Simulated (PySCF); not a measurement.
Geometries of 2 isomers of C3H4F2, from PySCF 2.14.0, PBE0-D3(BJ)/def2-SVP geometry optimisation, gas phase. One conformer each, no zero-point energy, no frequencies.

**Question.** Which isomer lies lower at this level?
A.
```xyz
9
angstrom
C      1.197    0.731   -0.091
C      0.423   -0.337   -0.266
C     -0.988   -0.419    0.219
F     -1.410    0.767    0.707
F     -1.808   -0.768   -0.803
H      2.226    0.752   -0.456
H      0.819    1.618    0.424
H      0.786   -1.235   -0.776
H     -1.112   -1.177    1.016
```
B.
```xyz
9
angstrom
F      0.273    1.080    1.543
C      0.249    0.704    0.259
F      0.710    1.697   -0.512
C      0.564   -0.693   -0.091
C     -0.859   -0.138   -0.227
H      1.129   -0.870   -1.010
H      0.763   -1.387    0.729
H     -1.235    0.052   -1.235
H     -1.603   -0.466    0.504
```

**Answer.** A. That is `C=CC(F)F`, 2.9 kcal/mol below the other.

```
   SMILES            atoms numbered as above      E (Eh)  relative (kcal/mol)  relative (kJ/mol)  dipole (D)
 C=CC(F)F   [CH2:1]=[CH:2][CH:3]([F:4])[F:5]  -315.81608                  0.0                0.0        1.99
FC1(F)CC1  [F:1][C:2]1([F:3])[CH2:4][CH2:5]1  -315.81140                  2.9               12.3        1.99
```

As drawn, the lower has a C=C bond outside aromatic rings, which the higher lacks; the higher has a three-membered ring, which the lower lacks.
